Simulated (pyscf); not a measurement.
H₂P–PH₂ (SMILES PP) + H₂ (SMILES [H][H]) → PH₃ (SMILES P) + PH₃ (SMILES P), a four-centre exchange (singlet surface; P–P, H–H broken, H–P, H–P formed). Optimised with ωB97X-D3(BJ)/def2-SVP in PySCF. Energies in kJ/mol from the separated reactants.

Small-basis levels: PySCF, no dispersion term, spherical d functions. 

Problem. In single points B3LYP/6-31G* puts the saddle at 294.7 kJ/mol and the reaction energy at -28.0 kJ/mol. Should these be trusted to within a few kcal/mol? Compare with ωB97M-D3(BJ)/def2-TZVP.

Solution. ωB97M-D3(BJ)/def2-TZVP gives ΔE‡ = 298.5 kJ/mol and ΔE = -23.8 kJ/mol. B3LYP/6-31G* lies 3.7 kJ/mol under it in the barrier and 4.1 kJ/mol under it in the reaction energy, so on this step it holds to within 12.6 kJ/mol. ωB97M-D3(BJ)/def2-TZVP has limits of its own. The same reactants have a lower exit, to PH₂• + PH₂• + H₂ (no saddle counted: cutting one bond costs +260.2 kJ/mol at ωB97M-D3(BJ)/def2-TZVP, against +298.5 kJ/mol here). This is the saddle that the search found; another between the same sides may lie lower.
